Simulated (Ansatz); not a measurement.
**GaHS2, singlet: the ladder up to RCCSDT(Q)**

Geometry: displaced at random from a stationary point.

```xyz
4

Ga   -0.0106   -0.0063    0.8914
S    -0.0114   -1.1261   -0.9855
S     0.0365    1.1405   -1.0282
H    -0.0662   -0.0259    2.3972
```

Basis cc-pVDZ; Ansatz 0.2.0. Correlated methods freeze the noble-gas cores and the filled d shells of p-block atoms, which leaves 16 electrons in 44 orbitals. R marks a restricted (for open shells ROHF) determinant. No spin–orbit coupling is included, and no scalar relativity.

Full CI isn't at hand for all of this; RCCSDT(Q) serves as the reference, and is uncertain by the last step of the cluster series or more.

- UHF ⟨S²⟩: 0.000
- T1 diagnostic (RCCSD): 0.0167
- largest doubles amplitude (RCCSD): 0.071

```json
{"level": "RHF", "E − E(RCCSDT(Q)) (kJ/mol)": "950.5", "share of correlation (%)": "0.00", "wall time": "–"}
{"level": "RMP2", "E − E(RCCSDT(Q)) (kJ/mol)": "123.7", "share of correlation (%)": "86.99", "wall time": "–"}
{"level": "RCCSD", "E − E(RCCSDT(Q)) (kJ/mol)": "41.8", "share of correlation (%)": "95.61", "wall time": "–"}
{"level": "RCCSD(T)", "E − E(RCCSDT(Q)) (kJ/mol)": "6.4", "share of correlation (%)": "99.33", "wall time": "4.4 s"}
{"level": "BCCD(T)", "E − E(RCCSDT(Q)) (kJ/mol)": "6.2", "share of correlation (%)": "99.34", "wall time": "2.3 s"}
{"level": "RCCSDT", "E − E(RCCSDT(Q)) (kJ/mol)": "3.7", "share of correlation (%)": "99.61", "wall time": "–"}
```

The correlation energy at RCCSDT(Q), counted from RHF, is -9.851 eV. That run took 53 s on 1 thread of Arm Neoverse V1, shared host.

Times hold each run's SCF and search for its determinant on a shared host, so for small cases they say little of a method's own cost; they ran on 1 thread of Arm Neoverse V1. Some runs computed forces too.
